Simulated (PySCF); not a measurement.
Calculation: r2SCAN-D4/def2-TZVP (PySCF). All species are isolated molecules in the gas phase. Delta-SCF ions had no search for a lower state. 

Reference species (SMILES): `[SiH3]Br` (neutral, multiplicity 1).

- HOMO–LUMO gap = 6.70 eV
- HOMO = -7.55 eV
- vertical ionisation energy (Delta-SCF) = 10.81 eV

After one change: the HOMO–LUMO gap goes up by 2.88 eV; the HOMO drops by 1.32 eV; the vertical ionisation energy (Delta-SCF) goes up by 1.50 eV.

Q: Which change was made? The new species is one of these.
A. `Br[SiH](Br)Br`
B. `Br[SiH2]Br`
C. `Br[Si](Br)(Br)Br`
D. `[SiH4]`

A: D, `[SiH4]`
